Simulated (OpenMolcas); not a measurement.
# NaH⁺ at 2.523 Å: OpenMolcas input and output

Input (each module block was a call of its own in one work directory; start orbitals came from a preliminary run):

```
&GATEWAY
Coord
2
angstrom
Na 0.0 0.0 0.0
H 0.0 0.0 2.5230
Basis=ANO-RCC-VTZP
Group=XY
RX2C
AMFI
ANGMom
0.0 0.0 0.0
RICD
&SEWARD
&GUESSORB
* RASSCF and CASPT2 blocks for each multiplicity and irrep, as for the first:
&RASSCF
FileOrb=$CurrDir/o21.orb
Symmetry=1
Spin=2
nActEl=1 0 0
Inactive=3 2
RAS2=3 2
CIRoot=1 1 1
Linear
Iterations=120 100
OrbListing=Nothing
PRWF=0.15
>>COPY $Project.RasOrb $CurrDir/o21.orb
>>COPY $Project.rasscf.h5 $CurrDir/r21.h5
&CASPT2
XMultistate=all
Imaginary=0.2
IPEA=0.25
MaxIter=40
>>COPY $Project.JobMix JOB001
&RASSI
Nr of JobIphs=1 1
1
SpinOrbit
EJob
Omega
MEES
MESO
Properties=4
'AngMom' 3 'Mltpl  1' 1 'Mltpl  1' 2 'Mltpl  1' 3
Thrs=1.0d-4
>>COPY $Project.rassi.h5 $CurrDir/so.h5
```

```bash
pymolcas m.inp
```

C2 symmetry about the axis (a holds Σ, Δ, Γ; b holds Π, Φ, H; Σ⁺ and Σ⁻ are not told apart); roots by multiplicity and irrep: 2a 1.

RASSI part of the output, in excerpt:

```
SPIN-FREE ENERGIES:
  (Shifted by EMIN (a.u.) =       -162.5361574731)
 SF State       Relative EMIN(au)   Rel lowest level(eV)    D:o, cm**(-1)      Abs_M
     1             0.0000000000        0.0000000000              0.0000         0.0
++ Dipole transition strengths (spin-free states):
     for osc. strength at least  1.00000000E-05
  ( Max oscillator strength is only    0.0000000000000000      )
 Electric-quadrupole - electric-quadrupole not included
 Electric-dipole - electric-octupole not included
 Electric-dipole - magnetic-quadrupole not included
   Eigenvalues of complex Hamiltonian:
  (Shifted by EMIN (a.u.) =       -162.5361574731)
 SO State       Relative EMIN(au)   Rel lowest level(eV)    D:o, cm**(-1)      Omega
     1             0.0000000000        0.0000000000              0.0000         0.5
     2             0.0000000000        0.0000000000              0.0000         0.5
 Weights of the five most important spin-orbit-free states for each spin-orbit state.
 SO State  Total energy (au)           Spin-free states, spin, and weights
    1         0.000000       1 0.5  1.0000
    2         0.000000       1 0.5  1.0000
```

Only roots inside an energy window near the equilibrium distance were included, so the list of states is not complete; labels number the states computed. Each spin and symmetry block has orbitals of its own, averaged over its own roots, so gaps between blocks are less sure than gaps within one and near the minimum can be off by tenths of an eV, in bad cases by more. No Rydberg orbitals are active, so Rydberg states, and σ→σ* states whose orbital the CASSCF left unused, can be missing between those listed. No roots were computed in block 2b (none fell in the window or the block failed), so states of that kind are missing and can lie low or lowest.
